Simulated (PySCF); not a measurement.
Compound: fluoroacetonitrile, C2H2FN.
SMILES with atom numbers: `[N:1]#[C:2][CH2:3][F:4]` (hydrogens: H5, H6 on C3)

The calculation used core-valence-separated Tamm–Dancoff BHandHLYP/aug-pcX-1 (pcseg-1 on H) in PySCF, non-relativistic, gas phase, PBE0-D3(BJ)/def2-SVP geometry. No empirical shift is added; at this level the pattern usually sits a few eV under experiment.

**Question.** List the carbon K-edge absorption lines.

**Answer.** 
```csv
E (eV),f,core hole on,main final orbital,polarisation
283.67,0.0537,C2,LUMO (43 %),across the triple bond
284.04,0.0653,C2,LUMO+4 (52 %),across the triple bond
287.02,0.0016,C2,LUMO+1 (49 %),along the triple bond
287.05,0.0417,C3,LUMO (63 %),–
288.38,0.0143,C2,LUMO+5 (51 %),across the triple bond
288.65,0.0002,C2,LUMO+2 (55 %),–
288.74,0.0009,C2,LUMO+3 (69 %),–
288.93,0.0246,C3,LUMO+2 (75 %),–
288.97,0.0044,C3,LUMO+1 (73 %),–
289.51,0.0106,C2,spread,along the triple bond
289.87,0.0062,C2,LUMO+8 (82 %),across the triple bond
```

The first line with a tenth or more of the strongest one's intensity is at 283.67 eV (f = 0.054), with the hole on C2 (nitrile carbon), polarised across the triple bond: a 1s→π* resonance. The strongest listed is at 284.04 eV (f = 0.065; C2).

**Question.** What does the N 1s absorption edge look like?

**Answer.** 
| E (eV) | f | core hole on | main final orbital | polarisation |
| --- | --- | --- | --- | --- |
| 396.85 | 0.0645 | N1 | LUMO (42 %) | across the triple bond |
| 397.57 | 0.0634 | N1 | LUMO+4 (63 %) | across the triple bond |
| 401.29 | 0.0010 | N1 | LUMO+1 (43 %) | – |
| 402.54 | 0.0020 | N1 | LUMO+3 (54 %) | along the triple bond |
| 402.70 | 0.0007 | N1 | LUMO+2 (62 %) | – |
| 402.90 | 0.0006 | N1 | LUMO+5 (64 %) | – |
| 403.61 | 0.0054 | N1 | LUMO+6 (65 %) | along the triple bond |

The first line with a tenth or more of the strongest one's intensity is at 396.85 eV (f = 0.064), with the hole on N1 (nitrile nitrogen), polarised across the triple bond: a 1s→π* resonance. It is also the strongest listed.

**Question.** Give energies, oscillator strengths and core holes at the F K edge.

**Answer.** 
```
E (eV)       f  core hole on                 main final orbital
684.62  0.0313            F4                        LUMO (42 %)
687.07  0.0053            F4                        LUMO (51 %)
687.89  0.0001            F4                      LUMO+2 (81 %)
688.43  0.0075            F4  LUMO+3/LUMO+5 (2 roots, f summed)
688.49  0.0027            F4                      LUMO+4 (76 %)
689.77  0.0022            F4                      LUMO+6 (61 %)
```

The first line with a tenth or more of the strongest one's intensity is at 684.62 eV (f = 0.031), with the hole on F4 (alkyl fluorine). It is also the strongest listed.

Roots within 0.03 eV whose holes lie on the same, on equivalent or on shared atoms are summed into one line, and the highest roots are left out, as the search may have cut off their partners. Final orbitals are the ground state's empty Kohn–Sham orbitals. A dash: too weak, shared between unlike atoms, or no plane or axis to refer to.

**Question.** What are the wavelength and the wavenumber of the 283.67 eV line?

**Answer.** λ = 12398.42 eV Å/283.67 eV = 43.707 Å; 2.2880 × 10⁶ cm⁻¹.

Only the lowest roots of each edge were sought.
